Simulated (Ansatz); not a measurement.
Species, as SMILES: [SiH2] (SiH2) (closed-shell singlet).
Atoms: Si1, H2, H3. Bonds: Si1-H2, Si1-H3.

How fast the optimised Si1-H2 bond length converges with the basis for several methods (Ansatz, an electronic-structure program): deviation from each method's own reference, in Å. References: B3LYP 1.5212 Å, the value in pcseg-4; CCSD(T) 1.5166 Å, the value in def2-QZVPP; HF 1.5082 Å, the value in pcseg-4; MP2 1.5102 Å, the value in aug-cc-pV(Q+d)Z; PBE 1.5370 Å, the value in pcseg-4. Cartesian d functions, on some or all atoms, in 6-311+G**; all else is spherical. In correlated methods cores are frozen. Core-valence sets carry the plain set on hydrogen. A restricted Hartree-Fock determinant is unstable towards unrestricted orbitals. No added dispersion term, no relativity. The reference of a correlated method is not its basis-set limit, which lies further on.

```
basis              functions    B3LYP  CCSD(T)      HF      MP2      PBE
-----------------  ---------  -------  -------  ------  -------  -------
def2-SVP                  28   0.0129   0.0060  0.0069   0.0060   0.0119
cc-pV(D+d)Z               33   0.0130   0.0094  0.0079   0.0093   0.0122
6-311+G**                 43   0.0061  -0.0003  0.0022  -0.0001   0.0060
pcseg-2                   62   0.0020  -0.0033  0.0001  -0.0029   0.0021
6-311++G(3df,3pd)         83   0.0010  -0.0002  0.0004  -0.0007   0.0009
cc-pCVTZ                  87   0.0027   0.0026  0.0026   0.0018   0.0029
aug-cc-pV(T+d)Z          101   0.0010   0.0028  0.0017   0.0019   0.0011
cc-pV(Q+d)Z              124  -0.0010  -0.0001  0.0002  -0.0006  -0.0011
```

Mean absolute deviation over 6-311+G**, pcseg-2, 6-311++G(3df,3pd), cc-pCVTZ, aug-cc-pV(T+d)Z: HF 0.0014, MP2 0.0015, CCSD(T) 0.0018, B3LYP 0.0026, PBE 0.0026 Å.
